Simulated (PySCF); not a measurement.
Gas-phase reaction: 2 H2S + 5 O2 ⇌ 2 SO3 + 2 H2O2

Computed with PySCF (xtb for GFN2) and rigid-rotor harmonic-oscillator thermochemistry at 1 bar. The comparison is the NASA 1993 polynomial table, which mixes measured and estimated data. S°(298 K) at PBE0/def2-TZVP differs from the NASA 1993 table for H2O2 (-8 J/mol/K); whether the harmonic model or the table's entry is off was not settled. † marks an energy on the PBE0/def2-TZVP geometry and frequencies; other levels use their own. MP2 freezes the core. Open shells (unrestricted): O2 (multiplicity 3); the rest are closed-shell singlets. GFN2 has no spin-polarisation term. No R ln 2 is added for the mirror-image form of H2O2. MP2 isn't extrapolated to the basis-set limit; its ΔH°(298 K) is -533.6 kJ in def2-SVP and -1063.0 kJ in def2-TZVPP. The harmonic model lacks anharmonicity and excited electronic states, which grow with temperature; levels with a mode under 35 cm⁻¹ are left out. Internal rotation in H2O2 is treated as a harmonic vibration of one conformer, which makes the entropy rough. Warning, point group unlike the PBE0 one: H2O2 (GFN2-xTB).

```csv
level,"ΔH°(298 K), kJ",minus table,"ΔG°(600 K), kJ"
table,-1023.1,-,-748.4
GFN2-xTB,-2250.3,-1227.2,-1973.9
HF/def2-TZVP†,-432.7,590.4,-148.9
M06-2X/def2-TZVP†,-899.2,123.9,-615.4
MP2/def2-TZVPP†,-1063.0,-39.9,-779.2
PBE/def2-TZVP†,-879.6,143.5,-595.8
r2SCAN/def2-TZVP†,-867.7,155.4,-583.9
ωB97M-V/def2-TZVP†,-917.6,105.5,-633.8
```
